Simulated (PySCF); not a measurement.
AlH₃: from structure and modes to constants

Computed with PBE0 in PySCF with Al def2-TZVP, H def2-TZVP; no relativity; density-fitted integrals.

The singlet minimum has D3h symmetry. Masses (u): Al 26.98154, H 1.00782.

```xyz
4
charge 0 multiplicity 1, angstrom
Al    0.0000    0.0000    0.0000
H     1.5859    0.0000    0.0000
H    -0.7930    1.3734    0.0000
H    -0.7930   -1.3734    0.0000
```

Harmonic wavenumbers (cm⁻¹): 703.5 (a2'', ×1), 788.2 (e', ×2), 1925.3 (a1', ×1), 1934.3 (e', ×2).

(1) Find the principal moments of inertia and the rotational constants. What kind of rotor is it?

(2) What is the harmonic zero-point energy?

(3) Find the vibrational entropy and heat capacity at 298.15 K.

(4) Give the standard entropy (298.15 K, 1 bar) by its translational, rotational, vibrational and spin parts, and Cp.

## Answers

(1) About the centre of mass I = 3.8022, 3.8022, 7.6044 u Å². With B = 16.8576/I this gives 4.434, 4.434, 2.217 cm⁻¹. The molecule is an oblate symmetric top.

(2) Half the sum of all 6 wavenumbers, 8074/2 = 4037 cm⁻¹, which is 48.3 kJ/mol (1 cm⁻¹ = 0.0119627 kJ/mol).

(3) With u = 1.43878 ω/T, each mode gives S = R[u/(eᵘ−1) − ln(1−e⁻ᵘ)] and C = R u² eᵘ/(eᵘ−1)².
```
   ω (cm⁻¹)      u  S (J/(mol K))  C (J/(mol K))
      703.5  3.395           1.26           3.44
 788.2 (×2)  3.804           0.91           2.80
     1925.3  9.291           0.01           0.07
1934.3 (×2)  9.334           0.01           0.06
```
The sums over all modes are S = 3.1 and C = 9.2 J/(mol K); the softest mode gives 41 % of the entropy (each member, where degenerate).

(4) Sackur–Tetrode with M = 30.01 u gives 151.3; rotation with symmetry number 6 gives 53.2; vibration 3.1; spin R ln 1 = 0.0. The total is 207.5 J/(mol K), and Cp = 4 R + 9.2 = 42.5 J/(mol K).
